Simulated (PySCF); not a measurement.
Working with the constants of CH

PBE0 constants of CH, ²Π (doublet), unpaired electrons π ↑ (PySCF, no relativity, basis sets H def2-TZVP, C def2-TZVP; masses 1.0078 and 12.0000 u):

| Quantity | Value |
| --- | --- |
| ωe | 2846.2 cm⁻¹ |
| ωexe | 57.0 cm⁻¹ |
| Be | 14.313 cm⁻¹ |
| αe | 0.502 cm⁻¹ |
| De to H + C | 3.58 eV |

Question: What force constant and bond length do these constants imply?

Answer: Reduced mass μred = 0.92974 u; k = 5.8918×10⁻⁷·μred·ωe² (u, cm⁻¹, mdyn/Å) = 4.44 mdyn/Å; Re = √(16.8576/(μred·Be)) (u, cm⁻¹, Å) = 1.126 Å.

Question: Estimate the centrifugal constant D from the Kratzer relation and find the Dunham coefficient a1.

Answer: D = 4Be³/ωe² = 0.00145 cm⁻¹; a1 = −1 − αeωe/(6Be²) = -2.16.

The state was picked by a PBE0 search and need not be the measured ground state.
